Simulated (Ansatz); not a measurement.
## Property card for C

Computed with DFT r2SCAN, scalar-relativistic, plane waves, PAW in Ansatz.

Settings: cutoff 500 eV, Γ-centred mesh 12×12×2 on the computed 16-atom cell, Gaussian smearing of 0.02 eV; no spin polarisation.

The structure is relaxed at this level of theory with its symmetry kept.

Symmetry: P6_3/mmc, No. 194, hexagonal system. The conventional cell has a = 2.514 Å, b = 2.514 Å, c = 16.503 Å, α = 90.00°, β = 90.00°, γ = 120.00°. C (site symmetry 3m) has 4 C at 1.54 Å as nearest neighbours. C (site symmetry 3m) is surrounded by 4 C at 1.54 Å. Around C (site symmetry 3m) lie 4 C at 1.54 Å. C (site symmetry 3m) has 4 C at 1.54 to 1.57 Å as nearest neighbours.

- Volume per atom: 5.64 Å³
- Formation energy from the elements' standard states (uncorrected): +0.118 eV/atom
- Generalised Kohn–Sham band gap: 4.63 eV, indirect from Γ to (0.000, 0.362, 0.000)
- Löwdin character of the top 1 eV of the valence band: C 2p 99 %
- Löwdin character of the lowest 1 eV of the conduction band: C 2p 54 %, C 2s 37 %, unprojected 9 %
- Electron masses at the edge by Cartesian direction of the standard setting (m_e; degenerate bands sorted by energy; no spin-orbit coupling): x: 0.24; y: 1.5; z: 0.93
- Hole masses at the edge by Cartesian direction of the standard setting (m_e; degenerate bands sorted by energy; no spin-orbit coupling): x: 0.77, 0.26; y: 0.77, 0.26; z: 0.65, 0.65
- Bulk modulus: 451 GPa
- Its pressure derivative: 3.7
- Electronic dielectric constant xx, yy, zz of the standard setting (independent particles): 5.7, 5.7, 5.8

Cost: 12 runs of about 27 core-minutes in all, on Arm Neoverse V1 (shared hosts).